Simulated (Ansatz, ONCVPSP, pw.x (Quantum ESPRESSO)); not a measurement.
## From atom to crystal: ONCV potential for tantalum

* Element: Ta
* Generator: ONCVPSP 4.0.1.1 (patched build)
* Type: optimised norm-conserving Vanderbilt (ONCV)
* Functional: LDA (Perdew-Wang 92)
* Relativity: scalar-relativistic
* Frozen core: [Kr] 4d10 4f14
* Valence charge: 13
* Reference configuration: 5s2 5p6 5d3 6s2
* Partial waves: 5s+6s: rc 1.95 bohr, ncon 4, nbas 8, qcut 5.8 1/bohr, 2 projectors; 5p: rc 1.70 bohr, ncon 4, nbas 7, qcut 6.3 1/bohr, 2 projectors, debl 2.6 Ha; 5d: rc 1.85 bohr, ncon 4, nbas 7, qcut 5.3 1/bohr, 2 projectors, debl 0.9 Ha
* Local potential: polynomial inside 1.50 bohr (lpopt 5, dvloc0 4 Ha)
* Core correction: Teter function, fcfact 4.25, rcfact 1.7

Crystal test: fcc Ta in pw.x 7.5, no spin, 14³ k-points, Fermi–Dirac smearing 0.01 Ry, cutoffs 60/240 Ry. The reference is all-electron LAPW (Ansatz 0.2.0) with the same functional, mesh and smearing; V0 and B0 come from Birch–Murnaghan fits to the pressures at five volumes. Errors are pseudo minus all-electron; Δ is the rms difference of the E(V) curves that follow from these fits, minima aligned, over ±6 % about the mean V0. Mesh and smearing are coarse, so the numbers serve the comparison and aren't converged zero-temperature values; the lattice is a test structure that the element need not adopt.

All-electron: a0 = 4.141 Å (V0 = 17.76 Å³/atom), B0 = 207.3 GPa.

Q: How far does the potential miss the all-electron equation of state?

A: mean pressure error (GPa): -2.60; a0 (Å): 4.124; a0 error (%): -0.43; B0 error (%): +0.7; Δ (meV/atom): 10.3.

```
V (Å³/atom)  P all-electron (GPa)  P pseudo (GPa)
     16.944                 10.56            7.54
     17.390                  4.48            1.69
     17.836                 -0.93           -3.51
     18.282                 -5.75           -8.14
     18.728                -10.03          -12.26
```

Q: At the middle volume, how do free energy and pressure move when the wave cutoff is lowered (ecutrho kept at four times it)?

A:

| cutoff (Ry) | shift of F (meV/atom) | shift of P (GPa) |
| --- | --- | --- |
| 27 | +244.8 | -5.63 |
| 36 | +45.2 | -1.98 |
| 48 | +7.2 | +0.08 |

The run at the middle volume (104 k-points, 7 iterations) took about 28 s on one core of a shared host (Neoverse-N1, 64 threads, 124 GiB, load 55).
